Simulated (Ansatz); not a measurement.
```yaml
crystal:
  periodic: [false, false, false]
  atoms:
    - {symbol: Al, position_ang: [-1.460854, -0.423162, -0.002834]}
    - {symbol: S, position_ang: [0.749916, -0.415447, -0.002195]}
    - {symbol: Al, position_ang: [2.903680, -0.143137, -0.000022]}
    - {symbol: H, position_ang: [-2.192742, 0.981745, 0.005051]}
basis:
  gaussian: {orbitals: def2-TZVP}
magnetization: {spin_polarized: true, initial_magnetization: 1}
hamiltonian: {xc: pbe0}
relax: {f_tol: 0.004, max_steps: 80}
```

```sh
$ ansatz run in.yaml --threads 1 --pin off --events-out ev --progress --plain --max-ram 2176MiB
```

Steps of the relaxation (energy above the last step; positions in Å, forces in eV/Å):

```
4
step 1, 370.9 meV
Al   -1.461   -0.423   -0.003    0.406   -0.231   -0.001
S     0.750   -0.415   -0.002   -0.737   -0.086   -0.001
Al    2.904   -0.143    0.000    0.436    0.077    0.001
H    -2.193    0.982    0.005   -0.105    0.241    0.001
```

```
4
step 2, 356.7 meV
Al   -1.458   -0.433   -0.003    0.156   -0.032    0.000
S     0.735   -0.426   -0.002   -0.290   -0.070    0.000
Al    2.910   -0.134    0.000    0.164    0.046    0.000
H    -2.187    0.993    0.005   -0.030    0.056    0.000
```

```
4
step 3, 352.6 meV
Al   -1.454   -0.430   -0.003   -0.034    0.030    0.000
S     0.726   -0.453   -0.002    0.028   -0.053    0.000
Al    2.913   -0.118    0.000   -0.012    0.030    0.000
H    -2.186    1.001    0.005    0.018   -0.007    0.000
```

```
4
step 9, 80.6 meV
Al   -1.327   -0.416   -0.003    0.147    0.148    0.001
S     0.691   -1.261   -0.007    0.029   -0.008    0.000
Al    2.125    0.484    0.003   -0.198   -0.048    0.000
H    -1.489    1.193    0.006    0.022   -0.092   -0.001
```

```
4
step 12, 11.1 meV
Al   -1.225   -0.416   -0.003    0.009   -0.062    0.000
S     0.693   -1.428   -0.008   -0.088    0.082    0.000
Al    1.642    0.644    0.004    0.010    0.021    0.000
H    -1.110    1.200    0.007    0.068   -0.040    0.000
```

```
4
step 13, 3.2 meV
Al   -1.230   -0.431   -0.003    0.018   -0.015    0.000
S     0.674   -1.439   -0.008   -0.013    0.040    0.000
Al    1.539    0.693    0.004   -0.030   -0.020    0.000
H    -0.983    1.177    0.007    0.025   -0.005    0.000
```

```
4
step 14, 0.8 meV
Al   -1.223   -0.442   -0.003   -0.056   -0.026    0.000
S     0.663   -1.459   -0.008   -0.017    0.025    0.000
Al    1.407    0.740    0.005    0.057    0.027    0.000
H    -0.847    1.160    0.006    0.015   -0.026    0.000
```

```
4
step 15, 0.5 meV
Al   -1.233   -0.440   -0.003    0.008   -0.066    0.000
S     0.660   -1.448   -0.008    0.008   -0.007    0.000
Al    1.436    0.737    0.005   -0.018   -0.018    0.000
H    -0.862    1.151    0.006    0.001    0.091    0.001
```

```
4
step 19, 0.0 meV
Al   -1.230   -0.443   -0.003    0.000    0.002    0.000
S     0.662   -1.451   -0.008    0.000   -0.003    0.000
Al    1.430    0.736    0.005    0.001    0.002    0.000
H    -0.861    1.158    0.006   -0.001    0.000    0.000
```

Close pairs at the end: Al1–H4 1.642 Å, Al1–S2 2.144 Å, S2–Al3 2.319 Å, Al1–Al3 2.910 Å.

A stationary point of unrestricted PBE0 after 19 steps, with ⟨S²⟩ = 0.754 against 0.75 for a pure state; no frequencies were run, so it isn't proven a minimum. 2.2 min on 1 thread of Intel Xeon Platinum 8259CL, shared host.
